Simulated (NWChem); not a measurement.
The numbers come from NWChem runs, not from measurements. System: C, charge 0, spin multiplicity 3. Its SCF solution wasn't tested for a lower state. Level: UMP2/def2-TZVP, 1 core orbitals frozen.

Job file:

```
start mol
memory heap 200 mb stack 900 mb global 1100 mb
geometry units angstroms nocenter noautoz
  C      0.000000     0.000000     0.000000
  symmetry group D2h
end
basis spherical
  * library def2-tzvp
end
scf
  uhf
  nopen 2
  maxiter 100
  thresh 1e-7
  semidirect memsize 60000000 filesize 0
  # guess.movecs holds the orbitals of an unrestricted PBE0 run
  vectors input guess.movecs output mol.movecs
end
mp2
  freeze core 1
end
task mp2 energy
```

Output (cleaned and shortened):

```
             Northwest Computational Chemistry Package (NWChem) 7.3.0
             --------------------------------------------------------

                                NWChem Input Module
                                -------------------

 Scaling coordinates for geometry "geometry" by  1.889725989
 (inverse scale =  0.529177249)

                             Geometry "geometry" -> ""
                             -------------------------

 Output coordinates in angstroms (scale by  1.889725989 to convert to a.u.)

  No.       Tag          Charge          X              Y              Z
 ---- ---------------- ---------- -------------- -------------- --------------
    1 C                    6.0000     0.00000000     0.00000000     0.00000000

 Effective nuclear repulsion energy (a.u.)       0.0000000000

            Nuclear Dipole moment (a.u.)
            ----------------------------
        X                 Y               Z
 ---------------- ---------------- ----------------
     0.0000000000     0.0000000000     0.0000000000

      Symmetry information
      --------------------

 Group name             D2h
 Group number             26
 Group order               8
 No. of unique centers     1

      Symmetry unique atoms

     1


 Summary of "ao basis" -> "" (spherical)
 ------------------------------------------------------------------------------
       Tag                 Description            Shells   Functions and Types
 ---------------- ------------------------------  ------  ---------------------
 *                         def2-tzvp                  on all atoms

 Summary of "ao basis" -> "ao basis" (spherical)
 ------------------------------------------------------------------------------
       Tag                 Description            Shells   Functions and Types
 ---------------- ------------------------------  ------  ---------------------
 C                         def2-tzvp                11       31   5s3p2d1f

                                 NWChem SCF Module
                                 -----------------

  ao basis        = "ao basis"
  functions       =    31
  atoms           =     1
  alpha electrons =     4
  beta  electrons =     2
  charge          =   0.00
  wavefunction    = UHF
  use symmetry    = T
  symmetry adapt  = T

 Summary of "ao basis" -> "ao basis" (spherical)
 ------------------------------------------------------------------------------
       Tag                 Description            Shells   Functions and Types
 ---------------- ------------------------------  ------  ---------------------
 C                         def2-tzvp                11       31   5s3p2d1f

      Symmetry analysis of basis
      --------------------------

        ag          9
        au          1
        b1g         2
        b1u         5
        b2g         2
        b2u         5
        b3g         2
        b3u         5

 Forming initial guess at       0.0s

   Symmetry analysis of molecular orbitals - initial alpha
   -------------------------------------------------------

  Numbering of irreducible representations:

     1 ag          2 au          3 b1g         4 b1u         5 b2g
     6 b2u         7 b3g         8 b3u

  Orbital symmetries:

     1 ag          2 ag          3 b1u         4 b3u         5 b2u
     6 ag          7 b1u         8 b3u         9 b2u        10 b2g
    11 ag         12 b1g        13 b3g        14 ag

   Symmetry analysis of molecular orbitals - initial beta
   ------------------------------------------------------

  Numbering of irreducible representations:

     1 ag          2 au          3 b1g         4 b1u         5 b2g
     6 b2u         7 b3g         8 b3u

  Orbital symmetries:

     1 ag          2 ag          3 b2u         4 b3u         5 b1u
     6 ag          7 b2u         8 b3u         9 b1u        10 ag
    11 b1g        12 b3g        13 b2g        14 ag

 Starting SCF solution at       0.0s

 ----------------------------------------------
         Quadratically convergent UHF

 Convergence threshold     :          1.000E-07
 Maximum no. of iterations :          100
 Integral*density screening:          1.000E-09
 ----------------------------------------------

              iter       energy          gnorm     gmax       time
             ----- ------------------- --------- --------- --------
                 1      -37.6901675448  2.19D-01  1.13D-01      0.0
                 2      -37.6923043752  2.59D-02  1.48D-02      0.1
                 3      -37.6924788231  1.64D-04  1.02D-04      0.1
                 4      -37.6924788288  2.11D-08  9.29D-09      0.1

       Final UHF  results
       ------------------

         Total SCF energy =    -37.692478828829
      One electron energy =    -50.450455732516
      Two electron energy =     12.757976903687
 Nuclear repulsion energy =      0.000000000000

                       Sz =      1.0000
                 Sz(Sz+1) =      2.0000
                      S^2 =      2.0100

        Time for solution =      0.0s

       Symmetry analysis of molecular orbitals - alpha
       -----------------------------------------------

  Numbering of irreducible representations:

     1 ag          2 au          3 b1g         4 b1u         5 b2g
     6 b2u         7 b3g         8 b3u

  Orbital symmetries:

     1 ag          2 ag          3 b1u         4 b3u         5 b2u
     6 ag          7 b1u         8 b3u         9 b2u        10 b2g
    11 ag         12 b3g        13 b1g        14 ag

       Symmetry analysis of molecular orbitals - beta
       ----------------------------------------------
[...]
 Vector    3  Occ=1.000000D+00  E=-4.388348D-01  Symmetry=b1u
              MO Center=  2.6D-19, -4.4D-22,  7.9D-18, r^2= 1.0D+00
   Bfn.  Coefficient  Atom+Function         Bfn.  Coefficient  Atom+Function
  ----- ------------  ---------------      ----- ------------  ---------------
     8      0.474420  1 C  pz                11      0.467510  1 C  pz
    14      0.241251  1 C  pz

 Vector    4  Occ=1.000000D+00  E=-4.388348D-01  Symmetry=b3u
              MO Center= -2.1D-21,  4.5D-38,  8.0D-34, r^2= 1.0D+00
   Bfn.  Coefficient  Atom+Function         Bfn.  Coefficient  Atom+Function
  ----- ------------  ---------------      ----- ------------  ---------------
     6      0.474420  1 C  px                 9      0.467510  1 C  px
    12      0.241251  1 C  px

 Vector    5  Occ=0.000000D+00  E= 3.012205D-02  Symmetry=b2u
              MO Center=  2.1D-39, -2.9D-22,  2.0D-39, r^2= 1.9D+00
   Bfn.  Coefficient  Atom+Function         Bfn.  Coefficient  Atom+Function
  ----- ------------  ---------------      ----- ------------  ---------------
    13      0.592508  1 C  py                 7      0.331190  1 C  py
    10      0.283371  1 C  py

 Vector    6  Occ=0.000000D+00  E= 2.407100D-01  Symmetry=ag
              MO Center= -2.0D-34,  9.3D-33,  6.7D-20, r^2= 4.1D+00
   Bfn.  Coefficient  Atom+Function         Bfn.  Coefficient  Atom+Function
  ----- ------------  ---------------      ----- ------------  ---------------
     5     -2.120222  1 C  s                  4      1.944187  1 C  s

 Vector    7  Occ=0.000000D+00  E= 3.252475D-01  Symmetry=b1u
              MO Center= -2.3D-35, -3.4D-37,  6.2D-23, r^2= 4.2D+00
   Bfn.  Coefficient  Atom+Function         Bfn.  Coefficient  Atom+Function
  ----- ------------  ---------------      ----- ------------  ---------------
    14      1.319575  1 C  pz                11     -0.774674  1 C  pz
     8     -0.235255  1 C  pz

                     UHF Final Beta Molecular Orbital Analysis
                     -----------------------------------------

 Vector    2  Occ=1.000000D+00  E=-5.830886D-01  Symmetry=ag
              MO Center= -8.0D-21,  8.1D-20, -1.0D-18, r^2= 9.2D-01
   Bfn.  Coefficient  Atom+Function         Bfn.  Coefficient  Atom+Function
  ----- ------------  ---------------      ----- ------------  ---------------
     4      0.504030  1 C  s                  3      0.379339  1 C  s
     5      0.246336  1 C  s                  2     -0.232882  1 C  s

 Vector    3  Occ=0.000000D+00  E= 6.122217D-02  Symmetry=b2u
              MO Center=  4.0D-35,  1.6D-20, -4.0D-33, r^2= 2.2D+00
   Bfn.  Coefficient  Atom+Function         Bfn.  Coefficient  Atom+Function
  ----- ------------  ---------------      ----- ------------  ---------------
    13      0.671994  1 C  py                 7      0.303450  1 C  py
    10      0.224249  1 C  py

 Vector    4  Occ=0.000000D+00  E= 1.101630D-01  Symmetry=b3u
              MO Center=  4.3D-23,  1.3D-37,  2.3D-40, r^2= 2.5D+00
   Bfn.  Coefficient  Atom+Function         Bfn.  Coefficient  Atom+Function
  ----- ------------  ---------------      ----- ------------  ---------------
    12      0.770541  1 C  px                 6      0.276615  1 C  px

 Vector    5  Occ=0.000000D+00  E= 1.101630D-01  Symmetry=b1u
              MO Center=  3.3D-19,  3.0D-22,  3.5D-18, r^2= 2.5D+00
   Bfn.  Coefficient  Atom+Function         Bfn.  Coefficient  Atom+Function
  ----- ------------  ---------------      ----- ------------  ---------------
    14      0.770541  1 C  pz                 8      0.276615  1 C  pz

 center of mass
 --------------
 x =   0.00000000 y =   0.00000000 z =   0.00000000

 moments of inertia (a.u.)
 ------------------
           0.000000000000           0.000000000000           0.000000000000
           0.000000000000           0.000000000000           0.000000000000
           0.000000000000           0.000000000000           0.000000000000

  Mulliken analysis of the total density
  --------------------------------------

    Atom       Charge   Shell Charges
 -----------   ------   -------------------------------------------------------
    1 C    6     6.00   0.86  1.11  0.68  1.01  0.33  0.79  0.88  0.34  0.00  0.00  0.00

  Mulliken analysis of the alpha density
  --------------------------------------

    Atom       Charge   Shell Charges
 -----------   ------   -------------------------------------------------------
    1 C    6     4.00   0.43  0.55  0.37  0.53  0.12  0.79  0.88  0.34  0.00  0.00  0.00

   Mulliken analysis of the beta density
   -------------------------------------

    Atom       Charge   Shell Charges
 -----------   ------   -------------------------------------------------------
    1 C    6     2.00   0.43  0.56  0.31  0.48  0.21  0.00  0.00  0.00  0.00  0.00  0.00

   Mulliken analysis of the spin density
   -------------------------------------

    Atom       Charge   Shell Charges
 -----------   ------   -------------------------------------------------------
    1 C    6     2.00   0.00 -0.00  0.05  0.04 -0.09  0.79  0.88  0.34  0.00  0.00  0.00

       Multipole analysis of the density wrt the origin
       ------------------------------------------------

     L   x y z        total         alpha         beta         nuclear
     -   - - -        -----         -----         ----         -------
     0   0 0 0     -0.000000     -4.000000     -2.000000      6.000000

     1   1 0 0     -0.000000     -0.000000      0.000000      0.000000
     1   0 1 0     -0.000000     -0.000000     -0.000000      0.000000
     1   0 0 1     -0.000000     -0.000000      0.000000      0.000000

     2   2 0 0     -5.068721     -3.979093     -1.089628      0.000000
     2   1 1 0     -0.000000     -0.000000     -0.000000      0.000000
     2   1 0 1      0.000000      0.000000     -0.000000      0.000000
     2   0 2 0     -3.596290     -2.388436     -1.207854      0.000000
     2   0 1 1      0.000000      0.000000      0.000000      0.000000
     2   0 0 2     -5.068721     -3.979093     -1.089628      0.000000

                   NWChem MP2 Semi-direct Energy/Gradient Module
                   ---------------------------------------------

  Basis functions       =     31
  Molecular orbitals    =     31
  Frozen core           =      1
  Frozen virtuals       =      0
  Active alpha occupied =      3
  Active beta occupied  =      1
  Active alpha virtual  =     27
  Active beta virtual   =     29
  Use MO symmetry       = T
  Use skeleton AO sym   = T

  AO/Fock/Back tols     =   1.0D-09  1.0D-09  1.0D-09

 GA uses MA = F    GA memory limited = T

 Available:
  local mem=  1.26D+08
 global mem=  1.44D+08
 local disk=  0.00D+00
  mp2_memr nvloc                    27
  nvloc new                    27
   1 passes of   3:        3145728                       6008                    138292.
   1 passes of   3: M    126154738           G      144177278           F     123009010.

 Semi-direct pass number   1 of   1  for UHF alpha       at        0.1s
  vrange nnbf                   496
  mp2_eaftype                    10  avail_ma_in_mb                  1099
 EAF : mp2_eaftype filesize          10      69146.
  mp2_eaf for mointskh                     10
Node 0 wrote      0.3 Mb in      0.0 s     Agg I/O rate:  3092.3 Mb/s
 Done moints_semi at        0.1s
  mp2_eaftype                    10  avail_ma_in_mb                  1089
 EAF : mp2_eaftype filesize          10      69146.
  mp2_eaf for kh                    10
 Done maket at        0.1s
 Done multipass loop at        0.1s

 GA uses MA = F    GA memory limited = T

 Available:
  local mem=  1.26D+08
 global mem=  1.44D+08
 local disk=  0.00D+00
  mp2_memr nvloc                    29
  nvloc new                    29
   1 passes of   1:        3145728                       3409                     50599.
   1 passes of   1: M    126154738           G      144177278           F     123009010.

 Semi-direct pass number   1 of   1  for UHF beta        at        0.2s
  vrange nnbf                   496
  mp2_eaftype                    10  avail_ma_in_mb                  1099
 EAF : mp2_eaftype filesize          10      25299.
  mp2_eaf for mointskh                     10
Node 0 wrote      0.1 Mb in      0.0 s     Agg I/O rate:  2947.4 Mb/s
 Done moints_semi at        0.2s
  mp2_eaftype                    10  avail_ma_in_mb                  1089
 EAF : mp2_eaftype filesize          10      25299.
  mp2_eaf for kh                    10
 Done maket at        0.2s
 Done multipass loop at        0.2s

          -------------------------------------------
          SCF energy                 -37.692478828829
          Correlation energy          -0.066110255049
          Singlet pairs                0.000000000000
          Triplet pairs                0.000000000000
          Total MP2 energy           -37.758589083879
          -------------------------------------------

          ---------------------------------------------------
                    Spin Component Scaled (SCS) MP2
          Same spin pairs                     -0.012421464124
          Same spin scaling factor             0.333333333333
          Opposite spin pairs                 -0.053688790925
          Opposite spin scaling fact.          1.200000000000
          SCS-MP2 correlation energy          -0.068567037151
          Total SCS-MP2 energy               -37.761045865981
          ---------------------------------------------------

 -----------------------
 Performance information
 -----------------------

 Timer overhead =  9.62D-08 seconds/call

               Nr. of calls         CPU time (s)                 Wall time (s)                GFlops
             ---------------    -------------------     ------------------------------   -------------------
Name         Min   Avg   Max    Min     Avg     Max     Min     Avg     Max   Mx/calls   Min     Max     Sum
mp2: moin     2     2     2   9.47E-2 9.47E-2 9.47E-2  9.47E-2 9.47E-2 9.47E-2 4.73E-2   0.0     0.0     0.0
mp2: make     2     2     2   1.51E-3 1.51E-3 1.51E-3  1.51E-3 1.51E-3 1.51E-3 7.54E-4   0.0     0.0     0.0
mp2: tota     1     1     1   0.13    0.13    0.13     0.13    0.13    0.13    0.13      0.0     0.0     0.0

 The average no. of pstat calls per process was 5.00D+00
 with a timing overhead of 4.81D-07s

 Task  times  cpu:        0.2s     wall:        0.2s

 Total times  cpu:        0.2s     wall:        0.2s
```
